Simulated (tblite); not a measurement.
Species: C5H8S.
Numbering: `[CH3:1][C@@H:2]1[CH2:3][CH2:4][C:5]1=[S:6]` (hydrogens: H7, H8, H9 on C1; H10 on C2; H11, H12 on C3; H13, H14 on C4)

Computed with GFN2-xTB (tblite), gas phase: L-BFGS steps from a force-field or distance-geometry start until the largest atomic force falls under 0.01 eV/Å.

Geometry at step 4:
```
atom  x, y, z in Å
C1     -1.5191   -0.1492    0.5537
C2     -0.4918   -0.2304   -0.5679
C3      0.8183   -0.9515   -0.2184
C4      1.3984    0.3892    0.2540
C5      0.2978    1.0471   -0.5221
S6      0.0743    2.5003   -1.1536
H7     -2.0367   -1.0888    0.7089
H8     -1.0200    0.1449    1.4755
H9     -2.2448    0.6157    0.2891
H10    -0.9381   -0.4867   -1.5276
H11     1.2807   -1.3051   -1.1416
H12     0.7412   -1.6812    0.5725
H13     1.2423    0.5411    1.3288
H14     2.3967    0.6541   -0.0738
```

**Question.** What forces act on the atoms?

**Answer.** 
| atom | Fx (eV/Å) | Fy (eV/Å) | Fz (eV/Å) |
| --- | --- | --- | --- |
| C1 | -0.050 | -0.045 | -0.084 |
| C2 | -0.045 | 0.288 | -0.116 |
| C3 | -0.154 | 0.071 | 0.152 |
| C4 | -0.062 | 0.242 | -0.291 |
| C5 | -0.030 | -0.031 | 0.019 |
| S6 | -0.005 | 0.338 | -0.121 |
| H7 | -0.005 | -0.130 | -0.022 |
| H8 | -0.162 | -0.065 | 0.018 |
| H9 | -0.090 | -0.003 | 0.095 |
| H10 | -0.197 | 0.005 | 0.033 |
| H11 | 0.126 | -0.220 | 0.425 |
| H12 | 0.095 | -0.508 | -0.126 |
| H13 | 0.383 | 0.017 | -0.258 |
| H14 | 0.196 | 0.040 | 0.277 |

The largest, 0.53 eV/Å, acts on H12; the rms over all components is 0.183 eV/Å. The forces sum to zero within rounding, as they must for an isolated molecule in no field.

**Question.** Give the force on H12 in Eh/bohr and in nN.

**Answer.** 0.532 eV/Å ÷ 51.422 = 0.01034 Eh/bohr, and 0.532 eV/Å × 1.602 = 0.85 nN.

**Question.** How far is this geometry from the end of the optimisation?

**Answer.** 0.177 eV above it, and 0.466 Å rms away after alignment. The bonds farthest from their final lengths, with half the difference of the two atoms' forces along the bond (positive lengthens):

```tsv
bond	now (Å)	final (Å)	force along bond (eV/Å)
C2–C3	1.536	1.545	+0.03
C5=S6	1.600	1.609	+0.19
C3–H12	1.079	1.087	+0.09
C4–H13	1.097	1.090	-0.03
C4–H14	1.084	1.090	+0.01
C2–H10	1.089	1.094	0.00
```

The angle farthest from its final value is C1–C2–C5, 106.7° against 115.5°.

What follows is the cost of the whole relaxation. The run took 0.48 s of wall time on Arm Neoverse N1, one thread, shared host with 64 logical CPUs at a one-minute load of 19.
